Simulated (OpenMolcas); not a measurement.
**BNH2Cl (SMILES N[B]Cl) at 6 levels**

Wanted: a comparison of 6 runs (UHF/STO-3G, UB3LYP/6-31G*, U-r2SCAN/def2-TZVP, U-revPBE/def2-TZVP, UPBE/def2-TZVP, UTPSS/def2-TZVP) of BNH2Cl. 

Program for the calculation: OpenMolcas 26.06.

### 1 The structure to begin with

BNH2Cl has 5 atoms, charge 0, and is taken as a doublet. As SMILES, `N[B]Cl`. The shape is that of a PBE0-D4/def2-TZVP optimisation. This is one conformer, not always the lowest.

Bond lengths: N1–B2 1.376 Å, B2–Cl3 1.746 Å, N1–H4 1.005 Å, N1–H5 1.010 Å. Angles: N1–B2–Cl3 124.3°, B2–N1–H4 122.3°, B2–N1–H5 123.4°, H4–N1–H5 114.3°.

### 2 Energy and forces at UHF/STO-3G (run 1)

test.inp

```
&GATEWAY
 BasLib
 $CurrDir
 Coord
 5
 angstrom
 N       -0.334000       0.412100      -0.256700
 B       -0.098400      -0.544600       0.704400
 Cl       1.343200      -1.526200       0.784600
 H       -1.176700       0.959900      -0.273100
 H        0.315800       0.625100      -1.000600
 Basis
 STO-3G
 Group
 NoSym

&SEWARD

&SCF
 UHF
 Spin
 2
 Thresholds
 1e-10 1e-07 1e-07 1e-05
 PrOrbitals
 0

&ALASKA
```

The basis set STO-3G is read from a file made from the Basis Set Exchange's data (not shown).

On the command line:

```sh
export MOLCAS_MEM=1860
pymolcas test.inp > test.log
```

The log of the run:

```text
--- Start Module: gateway ---
[...]
--- Stop Module: gateway /rc=_RC_ALL_IS_WELL_ ---
[...]
      Basis functions           21
[...]
--- Start Module: scf ---
[...]
       Convergence after  14 Iterations
[...]
::    Total SCF energy                               -533.8665213788
[...]
      Total spin, S                                     0.5043481299
[...]
      Total electronic charge=   31.000000
      Total            charge=   -0.000000
[...]
      Dipole Moment (debye):
      Origin of the operator (angstrom)=    0.6507   -0.8387    0.4889
                   X= -1.9800E+00               Y=  2.2934E+00               Z= -1.2356E+00           Total=  3.2721E+00
      Quadrupole Moment (debye*angstrom):
[...]
--- Stop Module: scf /rc=_RC_ALL_IS_WELL_ ---
--- Start Module: alaska ---
[...]
 *              Molecular gradients               *
 **************************************************
  Irreducible representation: a
 ------------------------------------------------------------------------------------------
                              X                       Y                       Z
 ------------------------------------------------------------------------------------------
  N1               -1.21381770366207E-02    1.89149571964373E-02   -1.33595290143580E-02
  B2                2.89872850381245E-02   -1.83513258168081E-02   -2.10434148790739E-05
  CL3              -2.37991459449240E-02    1.41269994036293E-02    1.13917193141910E-03
  H4                1.16907072267094E-02   -9.35871868887572E-03    2.30996799680627E-03
  H5               -4.74066928329231E-03   -5.33191209438044E-03    9.93143250102024E-03
 ------------------------------------------------------------------------------------------
--- Stop Module: alaska /rc=_RC_ALL_IS_WELL_ ---
[...]
```

Run time: 1.8 s. Hardware: 1 thread of Arm Neoverse V2, shared host; peak memory 0.36 GiB.

### 3 Energy and gradient at UB3LYP/6-31G(d) (Cartesian functions) (run 2)

test.inp

```
>>> EXPORT MOLCAS_PRINT=2

&gateway
  baslib=$CurrDir
  coord
  5
  angstrom
  N       -0.334000       0.412100      -0.256700
  B       -0.098400      -0.544600       0.704400
  Cl       1.343200      -1.526200       0.784600
  H       -1.176700       0.959900      -0.273100
  H        0.315800       0.625100      -1.000600
  basis=6-31Gs
  group=NoSym

&seward
  gridinput
  Grid=UltraFine
  End of Grid

&scf
  uhf
  spin=2
  ksdft=B3LYP
  thresholds=1e-10 1e-07 1e-07 1e-05
  prorbitals=1 1

&alaska
```

The basis set 6-31G* is read from a file made from the Basis Set Exchange's data (not shown).

On the command line:

```sh
export MOLCAS_MEM=1860
pymolcas test.inp > test.log
```

The log of the run:

```text
--- Start Module: gateway ---
[...]
--- Stop Module: gateway /rc=_RC_ALL_IS_WELL_ ---
[...]
      Basis functions           53
[...]
--- Start Module: scf ---
[...]
       Convergence after  16 Iterations
[...]
::    Total KS-DFT energy                            -541.0112357329
[...]
      Total spin, S                                     0.5011727028
[...]
      Total electronic charge=   31.000000
      Total            charge=   -0.000000
[...]
      Dipole Moment (debye):
      Origin of the operator (angstrom)=    0.6507   -0.8387    0.4889
                   X= -1.0223E+00               Y=  2.1270E+00               Z= -1.7606E+00           Total=  2.9443E+00
      Quadrupole Moment (debye*angstrom):
[...]
--- Stop Module: scf /rc=_RC_ALL_IS_WELL_ ---
[...]
--- Start Module: alaska ---
[...]
 *              Molecular gradients               *
 **************************************************
  Irreducible representation: a
 ------------------------------------------------------------------------------------------
                              X                       Y                       Z
 ------------------------------------------------------------------------------------------
  N1               -5.76773457818813E-04   -8.33145149557346E-04    1.42594676436580E-03
  B2                7.84655969943415E-03   -2.82802079986523E-04   -5.57443941496949E-03
  CL3              -8.50642647911926E-03    5.63677320109512E-03   -2.96767454239788E-04
  H4                3.85312313083785E-03   -2.73695127987406E-03    3.42150226505994E-04
  H5               -2.61648289334060E-03   -1.78387469167163E-03    4.10310987832618E-03
 ------------------------------------------------------------------------------------------
--- Stop Module: alaska /rc=_RC_ALL_IS_WELL_ ---
[...]
```

It took 16 s on 1 thread of Arm Neoverse V2, shared host; peak memory 0.38 GiB.

Runs 3 to 5 aren't shown in full; the table further down has their settings and results.

### 4 A single-point energy at UTPSS/def2-TZVP (run 6)

job.inp

```
&GATEWAY
  BASLIB
  $CurrDir
  COORD
  5
  bohr
  N     -0.63116853     0.77875614    -0.48509270
  B     -0.18594905    -1.02914485     1.33112308
  Cl     2.53828013    -2.88410001     1.48267912
  H     -2.22364073     1.81394811    -0.51608420
  H      0.59677551     1.18126780    -1.89085996
  BASIS
  def2-TZVP
  GROUP
  NoSym

&SEWARD
  GRIDINPUT
  Grid=UltraFine
  End of Grid

&SCF
  UHF
  SPIN
  2
  KSDFT
  2
  1.0 MGGA_X_TPSS
  1.0 MGGA_C_TPSS
  THRESHOLDS
  1e-10 1e-07 1e-07 1e-05
  PRORBITALS
  1 1
```

The basis set def2-TZVP is read from a file made from the Basis Set Exchange's data (not shown).

On the command line:

```sh
export MOLCAS_MEM=1860
pymolcas job.inp > job.log
```

The log of the run:

```text
--- Start Module: gateway ---
[...]
--- Stop Module: gateway /rc=_RC_ALL_IS_WELL_ ---
--- Start Module: seward ---
[...]
      Basis functions          111
--- Stop Module: seward /rc=_RC_ALL_IS_WELL_ ---
[...]
--- Start Module: scf ---
[...]
       Convergence after  17 Iterations
[...]
::    Total KS-DFT energy                            -541.0986220997
[...]
      Total spin, S                                     0.5019483510
[...]
      Total electronic charge=   31.000000
      Total            charge=   -0.000000
[...]
      Dipole Moment (debye):
      Origin of the operator (angstrom)=    0.6507   -0.8387    0.4889
                   X= -7.1322E-01               Y=  1.9108E+00               Z= -1.7365E+00           Total=  2.6786E+00
      Quadrupole Moment (debye*angstrom):
[...]
--- Stop Module: scf /rc=_RC_ALL_IS_WELL_ ---
[...]
```

Wall time 70 s (1 thread of Arm Neoverse V2, shared host); peak memory 0.66 GiB.

### 5 All runs side by side

| run | level | Cartesian functions | integration grid | energy (Eh) | dipole moment (D) | HOMO energy (eV) | LUMO energy (eV) | wall time |
| --- | --- | --- | --- | --- | --- | --- | --- | --- |
| 1 | UHF/STO-3G | no | – | -533.866521 | 3.27 | -7.69 | 7.85 | 1.8 s |
| 2 | UB3LYP/6-31G* (Cartesian functions) | yes | UltraFine | -541.011236 | 2.94 | -5.30 | -1.17 | 16 s |
| 3 | U-r2SCAN/def2-TZVP | no | UltraFine | -540.989700 | 2.69 | -4.99 | -1.65 | 65 s |
| 4 | U-revPBE/def2-TZVP | no | UltraFine | -540.957609 | 2.64 | -4.58 | -2.15 | 47 s |
| 5 | UPBE/def2-TZVP | no | UltraFine | -540.768820 | 2.65 | -4.60 | -2.31 | 49 s |
| 6 | UTPSS/def2-TZVP | no | UltraFine | -541.098622 | 2.68 | -4.79 | -2.34 | 70 s |

### 6 What came out

```
                                 quantity          value
                      run 6: total energy  -541.09862 Eh
                     run 6: dipole moment         2.68 D
run 6: HOMO energy (highest over α and β)       -4.79 eV
 run 6: LUMO energy (lowest over α and β)       -2.34 eV
                              run 6: ⟨S²⟩          0.754
```

The dipole moment (its size) runs from 2.64 D (U-revPBE/def2-TZVP) to 3.27 D (UHF/STO-3G). The two ends differ in method and basis. Totals of different functionals can't be ranked against each other. In run 1 the basis is minimal, so the values are rough. All runs together took 4.1 min, the longest 70 s.
